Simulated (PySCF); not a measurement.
C4H10. Atoms are numbered in the order given.

```xyz
14

C     -1.2637    -0.7296    -0.0952
C      0.0000     0.0000     0.3715
C      0.0000     1.4592    -0.0952
C      1.2637    -0.7296    -0.0952
H     -2.1759    -0.2278     0.2665
H     -1.3140    -0.7586    -1.1975
H     -1.2852    -1.7704     0.2665
H      0.0000     0.0000     1.4778
H     -0.8906     1.9983     0.2665
H      0.0000     1.5173    -1.1975
H      0.8906     1.9983     0.2665
H      2.1759    -0.2278     0.2665
H      1.2852    -1.7704     0.2665
H      1.3140    -0.7586    -1.1975
```

Coordinates come from a B3LYP-D3(BJ)/def2-SVP optimisation.

These are PBE/def2-TZVP run with PySCF values and carry that method's errors.

Computed frontier levels, gap, dipole moment and polarisability:
The highest occupied level is -7.57 eV and the lowest empty level comes out as 0.34 eV. The orbital gap comes out as 7.91 eV, the dipole moment is 0.14 D and the quadrupole, principal values (traceless, Buckingham form, about the centre of nuclear charge) is -0.32, -0.32, 0.65 D·Å. The mean static polarisability comes out as 53.5 bohr³ (7.92 Å³). The polarisability, principal values is 48.8, 55.8, 55.8 bohr³.
